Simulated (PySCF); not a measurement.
PN at r²SCANh

Computed with r²SCANh; PySCF, no relativity, basis sets P pcseg-1, N pcseg-1.

| Property | Result |
| --- | --- |
| state | ¹Σ⁺ (singlet), closed shell |
| bond length | 1.490 Å |
| harmonic wavenumber | 1408 cm⁻¹ |
| force constant | 11.3 mdyn/Å |
| rotational constant Be | 0.7873 cm⁻¹ |
| anharmonicity ωexe | 5.88 cm⁻¹ |
| vibration–rotation constant αe | 0.00480 cm⁻¹ |
| well depth De to P + N | 126.5 kcal/mol |
| dissociation energy D0 | 124.5 kcal/mol |
| HOMO–LUMO gap | 5.97 eV |
| bond order (Mayer) | 2.94 |
| dipole moment (positive dipole means P(−)N(+)) | -2.67 D |
